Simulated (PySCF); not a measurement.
## How the method moves the HOMO and LUMO of `Nc1nccs1`

C3H4N2S.
Geometry (PBE0-D3(BJ)/def2-SVP, Å), atoms numbered from 1 in this order:
```
atom  x, y, z in Å
N1     2.0783   -0.0006   -0.0369
C2     0.7259   -0.0286    0.1465
N3     0.0020    1.0229    0.3883
C4    -1.3227    0.6918    0.4611
C5    -1.6331   -0.6230    0.2846
S6    -0.1798   -1.5217   -0.0103
H7     2.6028   -0.8411    0.1632
H8     2.5149    0.8629    0.2631
H9    -2.0592    1.4726    0.6612
H10   -2.6045   -1.1119    0.3124
```

Basis pcSseg-2 throughout (PySCF), one geometry. Isolated species at its PBE0-D3(BJ)/def2-SVP geometry, gas phase.

**Question.** How do the orbital energies, the gap and the dipole change with the method?

**Answer.** 
```tsv
method	kind	HOMO (eV)	LUMO (eV)	gap (eV)	μ (D)	SCF cycles
BLYP	GGA	-4.95	-1.02	3.93	1.77	17
OPBE	GGA	-5.07	-1.03	4.04	1.74	16
PBE	GGA	-5.10	-1.14	3.97	1.76	17
BP86	GGA	-5.20	-1.21	3.98	1.76	16
LDA	LDA	-5.29	-1.35	3.94	1.79	16
PBE0	global hybrid	-6.16	-0.25	5.91	1.75	15
HF	Hartree–Fock	-8.37	2.49	10.87	1.73	12
```

The HOMO spans 3.42 eV, from BLYP down to HF, and the gap runs from 3.93 eV (BLYP) to 10.87 eV (HF). Over the methods BLYP (0 %), OPBE (0 %), PBE (0 %), BP86 (0 %), LDA (0 %), PBE0 (25 %), HF (100 %), a straight line through the gap against the share of exact exchange rises by 0.69 eV for each 10 % (correlation coefficient 0.999). The dipole ranges from 1.73 D (HF) to 1.79 D (LDA). This basis has no diffuse functions.

The vertical ΔSCF ionisation energy at B3LYP/def2-SVPD is 8.18 eV; −ε(HOMO) comes closest to it with HF (8.37 eV).
